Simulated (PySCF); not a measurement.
Constitutional and geometric isomers with formula C2H2O. Gas-phase values, no solvent. Strings in code marks are SMILES.

The HOMO from two functionals at the same geometries (B3LYP-D3(BJ)/def2-TZVP), both in PySCF: PBE-D3(BJ)/def2-TZVP and B3LYP-D3(BJ)/def2-TZVP. B3LYP has the VWN-RPA correlation part, as in Gaussian. 

| species | PBE-D3(BJ)/def2-TZVP (eV) |
|---|---|
| `C1OC=1` | -4.35 |
| `C#CO` | -5.99 |
| `C=C=O` | -5.87 |

Task: What does B3LYP-D3(BJ)/def2-TZVP give for each?

Result: 
- `C1OC=1`: -5.67
- `C#CO`: -7.07
- `C=C=O`: -6.91
Over these rows, drawn at random from the members with no instability flagged (it was tested for open shells, ions and some series alone), PBE minus B3LYP-D3(BJ): mean +1.15 eV, from +1.04 eV to +1.31 eV.
